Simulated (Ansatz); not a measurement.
Mulliken charges of AlBH₅N, SMILES `B[NH][AlH2]` from PBE/def2-TZVPP in Ansatz (PBE0-D4/def2-TZVP geometry).

```csv
atom,x (Å),y (Å),z (Å),charge (e)
B1,-0.740,0.961,-0.693,-0.124
N2,-0.449,0.104,0.379,-0.159
Al3,0.978,-0.996,0.447,0.369
H4,-1.710,1.667,-0.671,-0.005
H5,0.003,0.974,-1.637,-0.004
H6,-1.101,0.127,1.152,0.148
H7,1.974,-1.003,-0.775,-0.106
H8,1.137,-1.893,1.742,-0.118
```

**Question.** By hand: the dipole of these point charges (1 e Å = 4.8032 D).

**Answer.** Σ q r = (0.026, -0.167, 0.248) e Å, of length 0.300 e Å = 1.44 D.

**Question.** How does the dipole of the full density compare? (Best estimate.)

**Answer.** Computed: (-0.025, -0.140, 0.266) e Å, 1.45 D; the point charges give 0.99 times that, at 12° from its direction.

Point charges leave out the atoms' own dipoles, such as those of lone pairs, and Mulliken's split depends on the basis, so the close match here is no proof of good charges.
